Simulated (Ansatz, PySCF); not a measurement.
Cohesive energy (eV/atom) of solids drawn from the class of elemental solids other than molecular ones, at two levels: PBE (Ansatz, a first-principles code, PySCF; the runs differ in potentials, basis or settings), and B3LYP (VWN-RPA form) (PAW; Ansatz).

```
solid                        PBE  B3LYP (VWN-RPA form)
--------------------------  ----  --------------------
hcp Mg                      1.50                  0.82
hcp Zn                      1.11                  0.49
white tin (β-Sn)            3.13                  2.53
body-centred tetragonal In  2.32                  1.73
bcc Cs                      0.71                  0.41
bcc K                       0.87                  0.56
fcc Ca                      1.91                     ?
fcc Sr                      1.61                  0.90
grey tin (α-Sn)             3.17                  2.80
diamond-structure Si        4.56                  4.09
```

Q: Estimate the withheld B3LYP (VWN-RPA form) value from the other rows.

A: One way: carry over the typical difference. The differences B3LYP (VWN-RPA form) − PBE of the other rows, in order: -0.71, -0.68, -0.62, -0.60, -0.59, -0.47, -0.37, -0.31, -0.30; median -0.59. fcc Ca: 1.91 + (-0.59) = 1.32 eV/atom; the run gives 1.16 eV/atom. The differences spread from -0.71 to -0.30, so such an estimate is rough. fcc Ca lies outside that spread.

Of 10 rows, B3LYP (VWN-RPA form) is the larger in 0 and the smaller in 10.

Ansatz's runs of these crystals have no spin polarisation.

Spin–orbit coupling is left out, also for the solids with elements from indium on (white tin (β-Sn), body-centred tetragonal In, bcc Cs, grey tin (α-Sn)); its size isn't shown.

Exact exchange on metals is sensitive to the k mesh.

Free atoms are spin-polarised, in the lowest state found; at levels without +SOC their spin–orbit coupling is left out. The solid named is at each level's own relaxed cell; a reference phase can be a single point on another level's cell. Ansatz's density-functional and Hartree–Fock values are scalar-relativistic unless marked +SOC, with PAW data made under PBE.
